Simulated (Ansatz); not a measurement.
# C3H9NO: the cost of one run

Program: Ansatz 0.2.0. Level of theory: RKS BHLYP/def2-SVP. These are calculated values, not measurements.

1 further run of the same task is left out (it didn't finish).

## 1. Starting point

Bond lengths: C1–O2 1.375 Å, O2–C3 1.412 Å, C3–C4 1.493 Å, C4–N5 1.473 Å, C1–H6 1.079 Å, C1–H7 1.146 Å, C1–H8 1.067 Å, C3–H9 1.144 Å, C3–H10 1.126 Å, C4–H11 1.182 Å, C4–H12 1.074 Å, N5–H13 0.977 Å, N5–H14 1.048 Å. Angles (14 of 22 angles, heavy atoms first): C1–O2–C3 110.5°, O2–C3–C4 115.5°, C3–C4–N5 114.3°, O2–C1–H6 115.0°, O2–C1–H7 106.5°, O2–C1–H8 112.3°, O2–C3–H9 110.2°, O2–C3–H10 106.7°, C4–C3–H9 113.8°, C4–C3–H10 106.7°, C3–C4–H11 106.2°, C3–C4–H12 113.2°, N5–C4–H11 105.4°, N5–C4–H12 112.1°.

As a file:

```xyz
14

C    -1.1297    1.2603    0.7147
O     0.1472    1.1917    0.2095
C     0.7484   -0.0394    0.5521
C     0.3710   -1.2009   -0.3071
N     0.4290   -0.9300   -1.7535
H    -1.1974    1.2100    1.7899
H    -1.5263    2.3031    0.4540
H    -1.7938    0.5821    0.2284
H     0.6320   -0.2374    1.6723
H     1.8597    0.1005    0.4384
H    -0.7663   -1.4255   -0.0755
H     0.8861   -2.1064   -0.0444
H     1.3627   -0.7381   -1.9673
H    -0.0355    0.0009   -1.8824
```

## 2. End point A

Input file input.yaml:

```yaml
crystal:
  periodic: [false, false, false]
  atoms:
    - { symbol: C, position_ang: [-1.1297, 1.2603, 0.7147] }
    - { symbol: O, position_ang: [0.1472, 1.1917, 0.2095] }
    - { symbol: C, position_ang: [0.7484, -0.0394, 0.5521] }
    - { symbol: C, position_ang: [0.371, -1.2009, -0.3071] }
    - { symbol: "N", position_ang: [0.429, -0.93, -1.7535] }
    - { symbol: H, position_ang: [-1.1974, 1.21, 1.7899] }
    - { symbol: H, position_ang: [-1.5263, 2.3031, 0.454] }
    - { symbol: H, position_ang: [-1.7938, 0.5821, 0.2284] }
    - { symbol: H, position_ang: [0.632, -0.2374, 1.6723] }
    - { symbol: H, position_ang: [1.8597, 0.1005, 0.4384] }
    - { symbol: H, position_ang: [-0.7663, -1.4255, -0.0755] }
    - { symbol: H, position_ang: [0.8861, -2.1064, -0.0444] }
    - { symbol: H, position_ang: [1.3627, -0.7381, -1.9673] }
    - { symbol: H, position_ang: [-0.0355, 0.0009, -1.8824] }
basis:
  gaussian: { orbitals: def2-SVP }
hamiltonian:
  xc: { name: BHLYP }
relax:
  f_tol: 0.02
  max_steps: 50
```

The run is started by

```
> ansatz run input.yaml --threads 2 --pin off --max-ram 3072MiB --backend cpu --events-out ev --progress --plain --runs-dir out
```

What time and memory should one allow on 2 threads of Intel Xeon Platinum 8488C (Sapphire Rapids), shared host?

About 20 s, with a peak of 0.28 GiB.
